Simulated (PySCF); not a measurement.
ClNa, charge +1, multiplicity 2. Atoms are numbered in the order given.

```xyz
2

Na     0.0000     0.0000    -1.7044
Cl     0.0000     0.0000     1.1028
```
Charge +1, spin multiplicity 2.

Coordinates come from a PBE-D3(BJ)/def2-TZVPD optimisation. The multiplicity is an assumed one; other spin states were not compared.

All values below come from PBE-D3(BJ)/def2-TZVPD run with PySCF.

Frequencies are harmonic and unscaled.

```tsv
mode	ν (cm⁻¹)	IR (km/mol)	moving atoms (share of kinetic energy)
1	149	31.7	Na 61 %, Cl 39 %
```
